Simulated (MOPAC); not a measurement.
MOPAC input (PM7):

```
PM7 PRECISE GNORM=0.05 LET XYZ UHF MS=0.5 GEO-OK AUX(PRECISION=9) THREADS=1
HO2

O     0.05868076 1    0.71529811 1   -0.05163121 1
O     0.04226471 1   -0.60960507 1   -0.00105923 1
H    -0.80756382 1   -0.84554439 1    0.42152350 1
```

From the last part of the output:

```
                                                       MOPAC v23.2.5 Linux

          FINAL HEAT OF FORMATION =          3.21651 KCAL/MOL =      13.45789 KJ/MOL

          COSMO AREA              =         53.54 SQUARE ANGSTROMS
          COSMO VOLUME            =         34.94 CUBIC ANGSTROMS

          GRADIENT NORM           =          0.01022          =       0.00590 PER ATOM
          IONIZATION POTENTIAL    =         10.273035 EV
          ALPHA SOMO LUMO (EV)    =        -10.898  1.498
          BETA  SOMO LUMO (EV)    =        -10.273 -0.235
          NO. OF ALPHA ELECTRONS  =          7
          NO. OF BETA  ELECTRONS  =          6
          MOLECULAR WEIGHT        =         33.0067         POINT GROUP:  Cs

          MOLECULAR DIMENSIONS (Angstroms)

            Atom       Atom       Distance
            H     3    O     1     1.82312
            O     2    O     1     0.67830
            O     1    O     2     0.00000

          SCF CALCULATIONS        =         10

   ATOM   CHEMICAL          X               Y               Z
  NUMBER   SYMBOL      (ANGSTROMS)     (ANGSTROMS)     (ANGSTROMS)

     1       O          0.05232256  *   0.68106216  *  -0.04742660  *
     2       O          0.05398836  *  -0.57644631  *  -0.00784939  *
     3       H         -0.82894094  *  -0.84125262  *   0.43182493  *

                             CARTESIAN COORDINATES

   1    O        0.052322555     0.681062161    -0.047426605
   2    O        0.053988364    -0.576446314    -0.007849394
   3    H       -0.828940941    -0.841252621     0.431824933

           Empirical Formula: H O2  =     3 atoms

      MOLECULAR POINT GROUP   :   Cs

          ALPHA EIGENVALUES
 -31.83574 -28.79875 -18.95188 -16.86464 -15.76129 -10.90132 -10.89806   1.49817
   4.04671

           BETA EIGENVALUES
 -30.29366 -25.86716 -18.41281 -16.25131 -13.95497 -10.27303  -0.23496   2.06527
   4.33546

              NET ATOMIC CHARGES AND DIPOLE CONTRIBUTIONS

  ATOM NO.   TYPE          CHARGE      No. of ELECS.   s-Pop       p-Pop
    1          O          -0.218970        6.2190     1.97427     4.24470
    2          O          -0.003408        6.0034     1.91822     4.08519
    3          H           0.222379        0.7776     0.77762
 DIPOLE           X         Y         Z       TOTAL
 POINT-CHG.    -0.941    -1.605     0.511     1.930
 HYBRID        -0.197    -0.018     0.097     0.220
 SUM           -1.138    -1.624     0.608     2.074

          ATOMIC ORBITAL ELECTRON POPULATIONS

     Atom    s        px        py        pz
    1  O   1.97427   1.84537   0.95128   1.44804
    2  O   1.91822   1.37362   1.11013   1.60144
    3  H   0.77762

                    (SZ)    =    0.500000
                    (S**2)  =    0.751628

          ATOMIC ORBITAL SPIN POPULATIONS

    Atom   Total    s     px     py     pz
         Atomic
    1  O  0.6893  0.005  0.132  0.008  0.544
    2  O  0.3337  0.006  0.074 -0.014  0.267
    3  H -0.0230 -0.023

 **********************
 *                    *
 * JOB ENDED NORMALLY *
 *                    *
 **********************

 == MOPAC DONE ==
```
